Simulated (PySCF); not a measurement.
## Structure elucidation problem

An unknown has the formula C₂H₂F₂. Its calculated NMR data are:

1H NMR (300 MHz, computed): δ 6.43 (m, 2H).

13C{1H} NMR (computed): δ 148.5 (CH).

Computational details: geometry from PBE0-D3(BJ)/def2-TZVP, GIAO PBE0/pcSseg-2 shieldings, in PySCF 2.14 (no relativistic terms, averaged over atoms made equivalent by symmetry, fast rotation or ring inversion, no solvent model, single conformer).

Chemical shifts δ = σref − σ; 1H (σref 31.52), 13C (σref 186.03) against TMS, all at this level.

Question: What is the structure?

Answer: 
- The formula gives 1 degree of unsaturation (no ring in the answer).
- 1 carbon signal for 2 carbons: some carbons are equivalent by symmetry or fast rotation.
- Carbon types of the structure: 2 × CH, which accounts for all hydrogens.
- δC 148.5: alkene CH; an sp2 carbon of a C=C bond.
- δH 6.43: hydrogen on an alkene CH; olefinic region.

The compound is `F/C=C\F`.

Splittings by 19F in the carbon and heteronuclear signals aren't shown, as no couplings were computed. Shifts are as computed. Against solution values, carbons near 30 ppm lie about +3 ppm off and those near 130 ppm about +9 ppm. Of 1211 compounds with measured shifts, 218 miss one by over three times the rms of a fit or turn the order of signals round; such compounds aren't used in these exercises.
